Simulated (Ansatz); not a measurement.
Input file:

```yaml
crystal:
  periodic: [false, false, false]
  atoms:
    - {symbol: Si, position_ang: [0.161747, 0.000000, 2.062312]}
    - {symbol: Al, position_ang: [-0.207310, 0.000000, -0.241785]}
    - {symbol: H, position_ang: [0.045563, 0.000000, -1.820527]}
basis:
  gaussian: {orbitals: 6-31G}
magnetization: {spin_polarized: false, initial_magnetization: 2}
correlation: {method: ccsdtq, electrons: outside_noble_gas}
```

```sh
$ ansatz run in.yaml --threads 1 --pin off --events-out ev --progress --plain --max-ram 2393MiB
```

Task: Roughly how long does this take on 1 thread of Arm Neoverse V1, shared host, and how much host memory?

Result: 29 s wall and 0.21 GiB.

```
544 factors; integrals over basis functions are off by at most 7.7e-8 eV
mean field evaluation 1: about -14456.6129 eV, gradient 6.5e0 eV
mean field evaluation 2: about -14456.6160 eV, gradient 6.5e0 eV
mean field evaluation 4: about -14456.9531 eV, gradient 7.1e-1 eV
mean field evaluation 8: about -14456.9571 eV, gradient 2.7e-3 eV
mean field evaluation 16: about -14456.9522 eV, gradient 2.1e-1 eV
mean field evaluation 32: about -14455.2360 eV, gradient 4.2e-2 eV
mean field evaluation 64: about -14455.0476 eV, gradient 7.5e-3 eV
mean field evaluation 96: about -14453.6949 eV, gradient 1.8e-1 eV
mean field -14456.95710332 eV, -531.2833742697 hartree, gradient 1.1e-6 eV, S^2 2.000000; 6 other end points of the search recorded, 0 dependent functions left out
mean field evaluation 128: about -14456.9473 eV, gradient 1.3e0 eV
determinant -14456.95710332 eV, -531.2833742697 hartree, with singles and doubles -14459.28198152 eV, -531.3688119677 hartree
determinant -14455.23606433 eV, -531.2201272533 hartree, with singles and doubles -14457.95097163 eV, -531.3198982562 hartree
determinant -14455.22728782 eV, -531.2198047223 hartree, with singles and doubles -14457.93654899 eV, -531.3193682342 hartree
determinant -14455.04758839 eV, -531.2132008900 hartree, with singles and doubles -14456.99249325 eV, -531.2846748254 hartree
determinant -14454.61674626 eV, -531.1973677341 hartree, with singles and doubles -14456.66710462 eV, -531.2727170138 hartree
10 core orbitals not correlated: weight in the atoms' cores, before any rotation towards them, 1.000 or more for the frozen orbitals, at most 0.000 for the correlated occupied ones
reference -14456.95710332 eV, -531.2833742697 hartree; 5, 3 occupied and 13, 15 virtual orbitals, 544 factors
second order -1.68964669 eV of doubles, -0.02741243 eV of singles
cycle   1  -2.08895677 eV  change   -3.7e-1 eV  update   8.8e-2
...
cycle  14  -2.44115354 eV  change   -5.8e-5 eV  update   4.5e-5
cycle  15  -2.44116739 eV  change   -1.4e-5 eV  update   2.6e-5
cycle  16  -2.44115426 eV  change    1.3e-5 eV  update   1.6e-5
cycle  17  -2.44114639 eV  change    7.9e-6 eV  update   9.4e-6
cycle  18  -2.44114126 eV  change    5.1e-6 eV  update   6.0e-6
cycle  19  -2.44114160 eV  change   -3.4e-7 eV  update   4.2e-6
cycle  20  -2.44114580 eV  change   -4.2e-6 eV  update   2.9e-6
cycle  21  -2.44114665 eV  change   -8.5e-7 eV  update   1.7e-6
cycle  22  -2.44114668 eV  change   -2.8e-8 eV  update   1.0e-6
cycle  23  -2.44114607 eV  change    6.0e-7 eV  update   6.9e-7
Total energy: -14459.39824940 eV, -531.3730847332 hartree
```

For the same geometry and basis full CI lies 0.4 meV lower.
